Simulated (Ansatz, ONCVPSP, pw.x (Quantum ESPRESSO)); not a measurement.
## aluminium (Al): does the ONCV potential hold in the solid?

```json
{"Element": "Al (Z = 13)", "Generator": "ONCVPSP 4.0.1", "Type": "optimised norm-conserving Vanderbilt (ONCV)", "Functional": "PBE", "Relativity": "scalar-relativistic", "Frozen core": "[Ne]", "Valence charge": "3", "Reference configuration": "3s2 3p1", "Partial waves": "3s: rc 2.05 bohr, ncon 3, nbas 6, qcut 2.6 1/bohr, local; 3p: rc 2.82 bohr, ncon 5, nbas 10, qcut 2.9 1/bohr, 2 projectors, debl 1.8 Ha; d scattering state at 0.26 Ha: rc 2.50 bohr, ncon 4, nbas 8, qcut 3.9 1/bohr, 2 projectors, debl 1.5 Ha", "Local potential": "the s channel", "Core correction": "none"}
```

Atomic tests: cutoffs needed: 9.2 Ha and 22 Ha (the cutoffs (Ha) at which the residual kinetic energy of the hardest occupied pseudo-wave falls to 1 and 0.1 mHa per electron); ghost test: no bound ghost flagged; no localised positive-energy state flagged; largest excitation error: +20 meV (all-electron minus pseudo) for 3s1 3p0, out of 4 test configurations.

Crystal test: fcc Al in pw.x 7.5, no spin, 14³ k-points, Fermi–Dirac smearing 0.01 Ry, cutoffs 55/220 Ry. The reference is all-electron LAPW (Ansatz 0.2.0) with the same functional, mesh and smearing; V0 and B0 come from Birch–Murnaghan fits to the pressures at five volumes. Errors are pseudo minus all-electron; Δ is the rms difference of the E(V) curves that follow from these fits, minima aligned, over ±6 % about the mean V0. Mesh and smearing are coarse, so the numbers serve the comparison and aren't converged zero-temperature values; the lattice is a test structure that the element need not adopt.

All-electron: a0 = 4.040 Å (V0 = 16.49 Å³/atom), B0 = 76.6 GPa.

Question: How far does the potential miss the all-electron equation of state?

Answer: mean pressure error (GPa): +0.45; a0 (Å): 4.049; a0 error (%): +0.20; B0 error (%): -2.3; Δ (meV/atom): 1.6. The largest radius (2.82 bohr) exceeds half the bond length (2.70 bohr), so the spheres overlap, which is one possible source of error among others.

```tsv
V (Å³/atom)	P all-electron (GPa)	P pseudo (GPa)
15.701	4.22	4.68
16.114	1.87	2.33
16.527	-0.17	0.29
16.940	-1.94	-1.49
17.353	-3.46	-3.04
```

Question: At the middle volume, how do free energy and pressure move when the wave cutoff is lowered (ecutrho kept at four times it)?

Answer:

```
cutoff (Ry)  shift of F (meV/atom)  shift of P (GPa)
         25                  +26.3             -0.02
         33                  +18.2             -0.40
         44                   +1.4             -0.13
```

Input at the middle volume:

```
&control
  calculation='scf', prefix='x', pseudo_dir='./', outdir='./tmp', tstress=.true., disk_io='none'
/
&system
  ibrav=0, nat=1, ntyp=1, ecutwfc=55, ecutrho=220, nbnd=8,
  occupations='smearing', smearing='fd', degauss=0.01
/
&electrons
  conv_thr=1e-09, mixing_beta=0.4, electron_maxstep=70
/
ATOMIC_SPECIES
Al 1.0 Al.UPF
CELL_PARAMETERS angstrom
  0.00000000 2.02172157 2.02172157
  2.02172157 0.00000000 2.02172157
  2.02172157 2.02172157 0.00000000
ATOMIC_POSITIONS crystal
Al 0.0000 0.0000 0.0000
K_POINTS automatic
14 14 14 0 0 0
```

```bash
pw.x < Al.scf.in > Al.scf.out
```

Lines of the output:

```
Message from routine setup:
     using ibrav=0 with symmetry is DISCOURAGED, use correct ibrav instead
     lattice parameter (alat)  =       5.4030  a.u.
     unit-cell volume          =     111.5297 (a.u.)^3
     number of electrons       =         3.00
     number of Kohn-Sham states=            8
     kinetic-energy cutoff     =      55.0000  Ry
     charge density cutoff     =     220.0000  Ry
     scf convergence threshold =      1.0E-09
     Exchange-correlation= PBE
     number of k points=   104  Fermi-Dirac smearing, width (Ry)=  0.0100
     iteration #  1     ecut=    55.00 Ry     beta= 0.40
     total energy              =      -4.15183255 Ry
     estimated scf accuracy    <       0.00599124 Ry
     iteration #  2     ecut=    55.00 Ry     beta= 0.40
     total energy              =      -4.15173342 Ry
     estimated scf accuracy    <       0.00203612 Ry
     iteration #  3     ecut=    55.00 Ry     beta= 0.40
     total energy              =      -4.15176062 Ry
     estimated scf accuracy    <       0.00000252 Ry
     iteration #  4     ecut=    55.00 Ry     beta= 0.40
     total energy              =      -4.15176106 Ry
     estimated scf accuracy    <       0.00000054 Ry
     iteration #  5     ecut=    55.00 Ry     beta= 0.40
     total energy              =      -4.15176107 Ry
     estimated scf accuracy    <          6.8E-09 Ry
     iteration #  6     ecut=    55.00 Ry     beta= 0.40
     the Fermi energy is     7.9065 ev
!    total energy              =      -4.15176108 Ry
     estimated scf accuracy    <          5.2E-10 Ry
     smearing contrib. (-TS)   =      -0.00208638 Ry
     The total energy is F=E-TS. E is the sum of the following terms:
     one-electron contribution =       2.84479889 Ry
     hartree contribution      =       0.00637378 Ry
     xc contribution           =      -1.60053877 Ry
     ewald contribution        =      -5.40030860 Ry
     convergence has been achieved in   6 iterations
          total   stress  (Ry/bohr**3)                   (kbar)     P=        2.85
     Message from routine punch:
     Nothing written, as per user request (disk_io='none')
```

The run at the middle volume (104 k-points, 6 iterations) took about 11 s on one core of a shared host (Intel(R) Xeon(R) Processor @ 2.60GHz, 24 threads, 31 GiB, load 12).
